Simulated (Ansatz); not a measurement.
`N=CC=O` and `CC(=N)C=O` differ in one atom or group.

Ansatz, PBE0-D4/def2-TZVP geometries, multiplicity 1. Each molecule was computed in one conformer, which needn't be the lowest.

| property | `N=CC=O` |
| --- | --- |
| HOMO energy (PBE0/def2-TZVPP) / eV | -7.91 |
| HOMO–LUMO gap (PBE/def2-TZVPP) / eV | 2.56 |
| HOMO–LUMO gap (ωB97M-V/def2-TZVPP) / eV | 9.92 |
| LUMO energy (PBE0/def2-TZVPP) / eV | -2.71 |
| HOMO–LUMO gap (B3LYP/def2-TZVPP) / eV | 4.74 |
| zero-point energy (PBE0-D4/def2-TZVP) / kJ/mol | 132.4 |

Question: What does the change do to each property? (Estimate.)

Answer: Ansatz gave: 
```json
{"property": "HOMO energy (PBE0/def2-TZVPP) / eV", "`CC(=N)C=O`": "-7.70", "shift": "0.21"}
{"property": "HOMO–LUMO gap (PBE/def2-TZVPP) / eV", "`CC(=N)C=O`": "2.69", "shift": "0.13"}
{"property": "HOMO–LUMO gap (ωB97M-V/def2-TZVPP) / eV", "`CC(=N)C=O`": "10.01", "shift": "0.09"}
{"property": "LUMO energy (PBE0/def2-TZVPP) / eV", "`CC(=N)C=O`": "-2.39", "shift": "0.32"}
{"property": "HOMO–LUMO gap (B3LYP/def2-TZVPP) / eV", "`CC(=N)C=O`": "4.85", "shift": "0.11"}
{"property": "zero-point energy (PBE0-D4/def2-TZVP) / kJ/mol", "`CC(=N)C=O`": "205.6", "shift": "73.2"}
```

With PBE0 the HOMO rises by 0.21 eV and the LUMO rises by 0.32 eV, so the gap widens by about 0.11 eV. PBE moves the HOMO by 0.19 eV and ωB97M-V by 0.20 eV. The zero-point energy changes by 73.2 kJ/mol with +9 modes.

B3LYP here is the variant with VWN-RPA as its local correlation; programs differ in this.
